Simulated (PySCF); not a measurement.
## Dipole moment and polarisability across levels of theory

Species: cyclopropene, C3H4.
SMILES: `C1=CC1`

PySCF, dipoles from the SCF density, polarisabilities from static response with core orbitals frozen. Isolated species at its PBE0-D3(BJ)/def2-SVP geometry, gas phase.

Reference dipole: 0.454 D (measured, gas; NIST CCCBDB Release 22 (SRD 101), experimental dipoles). The anisotropy is √(½[(α1 − α2)² + (α2 − α3)² + (α3 − α1)²]).

```csv
level,μ (D),error (%),α (au),anisotropy (au)
wB97X-D/def2-SVPD,0.494,+8.8,33.70,9.70
LC-wPBE/def2-SVPD,0.502,+10.6,32.63,9.45
PBE0/6-31G*,0.531,+17.0,27.31,13.14
PBE0/6-31+G*,0.472,+3.9,31.45,11.09
PBE0/def2-SVP,0.527,+16.1,28.79,11.99
PBE0/aug-cc-pVDZ,0.490,+7.9,34.76,9.98
PBE0/def2-TZVP,0.494,+8.9,32.75,11.38
PBE0/def2-TZVPD,0.490,+8.0,34.73,9.94
PBE0/aug-cc-pVTZ,0.489,+7.7,34.98,9.90
```

For the dipole, the smallest error is 3.9% (PBE0/6-31+G*) and the largest 17.0% (PBE0/6-31G*). The dipole runs from 0.47 D (PBE0/6-31+G*) to 0.53 D (PBE0/6-31G*). No reference polarisability is at hand; against PBE0 in the largest diffuse basis at hand (aug-cc-pVTZ) the other PBE0 rows deviate by 6-31G* -22%, 6-31+G* -10%, def2-SVP -18%, aug-cc-pVDZ -1%, def2-TZVP -6%, def2-TZVPD -1%. With PBE0 the polarisability is 29.62 au without diffuse functions (mean of 6-31G*, def2-SVP and def2-TZVP) and 33.98 au with them (mean of 6-31+G*, aug-cc-pVDZ, def2-TZVPD and aug-cc-pVTZ). Measured values can belong to vibrating molecules; the computed ones are for one fixed geometry.
